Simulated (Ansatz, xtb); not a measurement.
**C2HFN+: which of two isomers lies lower**

Structure a is `[C+]#[N+][CH-]F`, a singlet and structure b is `N#C[CH+]F`, a singlet. Both are isolated ions in the gas phase, relaxed with PBE-D3(BJ)/def2-SVP.

Energies in hartree; the thermal terms are from PBE-D3(BJ)/def2-SVP harmonic frequencies (ideal gas, rigid rotor, one conformer each, 600 K, 1 atm) and include the zero-point energy:

```
                                a           b
E, CCSD(T)/def2-TZVPP  −230.631239  −230.636441
    zero-point energy     0.025158     0.025376
         H(600 K) − E     0.037951     0.038138
         G(600 K) − E    −0.035620    −0.035212
```

Question: Work out ΔE, ΔE₀, ΔH and ΔG for a → b in kJ/mol (1 Eh = 2625.50 kJ/mol) and the equilibrium ratio [b]/[a].

Answer: 1. ΔE = −230.636441 − (−230.631239) = −0.005202 Eh = −13.66 kJ/mol.
2. ΔE₀ = ΔE + ΔZPE = −0.005202 + (+0.000218) Eh = −13.09 kJ/mol.
3. ΔH = ΔE + (+0.000187) Eh = −13.17 kJ/mol.
4. ΔG = ΔE + (+0.000408) Eh = −12.59 kJ/mol, so ΔS = (ΔH − ΔG)/T = −1.0 J/(mol K).
5. kT = 1.9001 mEh, so K = [b]/[a] = exp(−ΔG/kT) = exp(+2.52) ≈ 12.

Structure b is favoured at this temperature. An error of 4 kJ/mol in ΔG would change K by a factor of 2.2. HF/def2-TZVPP gave ΔE the other sign. Large T1 diagnostics make the coupled-cluster value less sure. Mirror images and further conformers aren't counted.

As drawn, b has 1 C–C in place of 1 C–N.

Other levels gave ΔE = −33.9 (GFN2-xTB); −3.7 (HF/STO-3G, GFN2-xTB geometries); −9.9 (r2SCAN-D4/def2-SVP, GFN2-xTB geometries); −19.3 (PBE-D3(BJ)/def2-SVP); +47.9 (HF/def2-TZVPP); −34.2 (MP2/def2-TZVPP) kJ/mol. The correlated steps freeze 4 core orbitals. Programs: Ansatz 0.2.0, xtb 6.7.1.
